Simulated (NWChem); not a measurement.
System: fluorine (F₂); SMILES FF

```xyz
2

F      0.0000     0.0000     0.6882
F      0.0000     0.0000    -0.6882
```
Atoms are numbered in this order, from 1.

Computed with NWChem. Pople sets run with spherical d functions. Structure relaxed at the PBE0/def2-SVP level. Total energies compare along this basis series because the functional is fixed.

| level | basis functions | energy (Ha) | highest occupied level (eV) | orbital gap (eV) |
|---|---|---|---|---|
| B3LYP/STO-3G | 10 | -196.6639 | -4.81 | 8.28 |
| B3LYP/3-21G | 18 | -198.4348 | -9.79 | 7.55 |
| B3LYP/6-31G* | 28 | -199.4948 | -10.55 | 7.60 |
| B3LYP/6-31+G* | 36 | -199.5144 | -11.40 | 7.38 |
| B3LYP/def2-SVP | 28 | -199.3438 | -10.86 | 7.63 |
| B3LYP/def2-SVPD | 46 | -199.3613 | -11.54 | 7.46 |
| B3LYP/def2-TZVP | 62 | -199.5992 | -11.28 | 7.54 |
| B3LYP/6-311++G** | 44 | -199.5711 | -11.49 | 7.38 |
| B3LYP/aug-cc-pVTZ | 92 | -199.5911 | -11.37 | 7.49 |
